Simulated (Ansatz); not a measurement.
# hcp Zr

These are PBE-D3(BJ) in Ansatz (plane waves, PAW) values and carry that method's errors.

Run with plane-wave cutoff 520 eV, 18×18×12 k mesh (along the axes of the cell as run), Fermi–Dirac smearing 0.05 eV, scalar-relativistic PAW data made under PBE.

Cell: relaxed at this level.

```yaml
volume_per_atom: 22.45 Å³/atom
bulk modulus B0: 97.7 GPa
lattice_constant_a: 3.185 Å
c axis length: 5.112 Å
band_gap: zero (no gap)
pressure derivative B′ of the bulk modulus: 3.1
```

Measured, for comparison: bulk modulus 95.9 GPa (zero-point energy and finite temperature contributions removed, our sources range from 84.3 to 95.9; as tabulated in doi:10.1021/acs.jctc.3c00612); lattice constant a 3.232 Å, lattice parameter c 5.148 Å (293 K, no zero-point or thermal correction; as tabulated in Wikipedia's data pages). Computed (rounded) less measured: bulk modulus not scored (sources differ), lattice constant a -1.5 %, lattice parameter c -0.7 %. A static lattice is as a rule a little smaller and stiffer than an uncorrected measurement, which narrows the difference in the lattice constant a, lattice parameter c and would widen misses of the other sign.

Note: the bulk modulus comes from volumes at which shape and atoms were relaxed.

Spin–orbit coupling is not included.

Static lattice: no zero-point or thermal effects.

Computing time: very roughly 2.3 core-minutes.

Ansatz is a quantum-chemistry and plane-wave program.
